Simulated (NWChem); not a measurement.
The numbers come from NWChem runs, not from measurements. System: CH₆Si, charge 0, spin multiplicity 1, at a geometry optimised with PBE0/def2-SVP. The structure started from a generated list of species. Level: CCSD(T)/aug-cc-pVDZ, 6 core orbitals frozen.

The NWChem input:

```
start mol
memory heap 100 mb stack 700 mb global 1900 mb
geometry units angstroms nocenter noautoz
  Si     0.036138    -0.634185     0.000000
  C     -0.070891     1.243896     0.000000
  H      0.764914    -1.122626     1.212061
  H      0.764914    -1.122626    -1.212061
  H     -1.331066    -1.242086     0.000000
  H     -0.606718     1.604931     0.891030
  H     -0.606718     1.604931    -0.891030
  H      0.934080     1.692699     0.000000
  symmetry group Cs
end
basis spherical
  * library aug-cc-pvdz
end
scf
  rhf
  nopen 0
  maxiter 100
  thresh 1e-7
  semidirect memsize 60000000 filesize 0
end
tce
  freeze core 6
  ccsd(t)
  2eorb
  2emet 13
  thresh 1e-6
  maxiter 100
  tilesize 24
end
task tce energy
```

Output (cleaned and shortened):

```
             Northwest Computational Chemistry Package (NWChem) 7.3.0
             --------------------------------------------------------

                                NWChem Input Module
                                -------------------

 Scaling coordinates for geometry "geometry" by  1.889725989
 (inverse scale =  0.529177249)

 Turning off AUTOSYM since
 SYMMETRY directive was detected!

                             Geometry "geometry" -> ""
                             -------------------------

 Output coordinates in angstroms (scale by  1.889725989 to convert to a.u.)

  No.       Tag          Charge          X              Y              Z
 ---- ---------------- ---------- -------------- -------------- --------------
    1 Si                  14.0000     0.03613800    -0.63418500     0.00000000
    2 C                    6.0000    -0.07089100     1.24389600     0.00000000
    3 H                    1.0000     0.76491400    -1.12262600     1.21206100
    4 H                    1.0000     0.76491400    -1.12262600    -1.21206100
    5 H                    1.0000    -1.33106600    -1.24208600     0.00000000
    6 H                    1.0000    -0.60671800     1.60493100     0.89103000
    7 H                    1.0000    -0.60671800     1.60493100    -0.89103000
    8 H                    1.0000     0.93408000     1.69269900     0.00000000

 Effective nuclear repulsion energy (a.u.)      62.4750404885

            Nuclear Dipole moment (a.u.)
            ----------------------------
        X                 Y               Z
 ---------------- ---------------- ----------------
    -0.0000151178     0.0000170075     0.0000000000

      Symmetry information
      --------------------

 Group name             Cs
 Group number              2
 Group order               2
 No. of unique centers     6

      Symmetry unique atoms

     1    2    3    5    6    8


 Summary of "ao basis" -> "" (spherical)
 ------------------------------------------------------------------------------
       Tag                 Description            Shells   Functions and Types
[...]
     L(0) DIIS level shift : 0.00D+00
     T(1) DIIS level shift : 0.00D+00
     L(1) DIIS level shift : 0.00D+00
     T(R) DIIS level shift : 0.00D+00
     T(I) DIIS level shift : 0.00D+00
   CC-T/L Amplitude update :  5-th order DIIS
                I/O scheme : Global Array Library
        L-threshold :  0.10D-05
        EOM-threshold :  0.10D-05
 no EOMCCSD initial starts read in
 TCE RESTART OPTIONS
 SLICE:      F
 D4D5:       F
 quantumc:   F
 qrotation:  F
 pwtce:      F
 qducc:      F
 nacto:                         0
 nrotv:                         0
 nrot:                          0

            Memory Information
            ------------------
          Available GA space size is     249025984 doubles
          Available MA space size is     104852468 doubles

 Maximum block size supplied by input
 Maximum block size        24 doubles

 tile_dim =     19

 -------------------------------------------------
   1    alpha     a'     5 doubles       0       1
   2    alpha     a"     2 doubles       5       2
   3    beta      a'     5 doubles       7       1
   4    beta      a"     2 doubles      12       2
   5    alpha     a'    19 doubles      14       5
   6    alpha     a'    19 doubles      33       6
   7    alpha     a'    19 doubles      52       7
   8    alpha     a"    17 doubles      71       8
   9    alpha     a"    17 doubles      88       9
  10    beta      a'    19 doubles     105       5
  11    beta      a'    19 doubles     124       6
  12    beta      a'    19 doubles     143       7
  13    beta      a"    17 doubles     162       8
  14    beta      a"    17 doubles     179       9

 Global array virtual files algorithm will be used

 Parallel file system coherency ......... OK

 4-electron integrals stored in orbital form

 v2    file size   =          9175711
 4-index algorithm nr.  13 is used
 imaxsize =       30
 imaxsize ichop =        0


CCSD iterations
 ---------------------------------------------------------
 Iter          Residuum       Correlation     Cpu    Wall
 ---------------------------------------------------------
    1   0.1484703912420  -0.2707307760955     1.2     1.2
    2   0.0418974639218  -0.3035713883062     1.3     1.3
    3   0.0146647168959  -0.3110516569859     1.3     1.3
    4   0.0057727427323  -0.3131469721107     1.2     1.2
    5   0.0024661845985  -0.3138511577042     1.3     1.3
    6   0.0004311176706  -0.3142733666769     1.3     1.3
    7   0.0001823552886  -0.3142729695019     1.3     1.3
    8   0.0000874157917  -0.3142744053804     1.3     1.3
    9   0.0000456189265  -0.3142752856280     1.2     1.2
   10   0.0000240907815  -0.3142760072576     1.3     1.3
   11   0.0000044307532  -0.3142768239456     1.3     1.3
   12   0.0000016898163  -0.3142769883030     1.2     1.2
   13   0.0000007834654  -0.3142770917498     1.3     1.3
 -----------------------------------------------------------------
 Iterations converged
 CCSD correlation energy / hartree =        -0.314277091749763
 CCSD total energy / hartree       =      -330.607269031288695

 Singles contributions

 Doubles contributions
 CCSD(T)
 Using plain CCSD(T) code
             total no. of tasks          295
 total no. of tasks / no. procs          295
                         wl_min        39304           5.8
                         wl_max       857375           9.7
        thresh for no. of tasks          295

 CCSD[T]  correction energy / hartree =        -0.008625401400136
 CCSD[T] correlation energy / hartree =        -0.322902493149899
 CCSD[T] total energy / hartree       =      -330.615894432688833
 CCSD(T)  correction energy / hartree =        -0.008437895413134
 CCSD(T) correlation energy / hartree =        -0.322714987162897
 CCSD(T) total energy / hartree       =      -330.615706926701819

 Task  times  cpu:       75.9s     wall:       75.9s

 Total times  cpu:       75.9s     wall:       75.9s
```
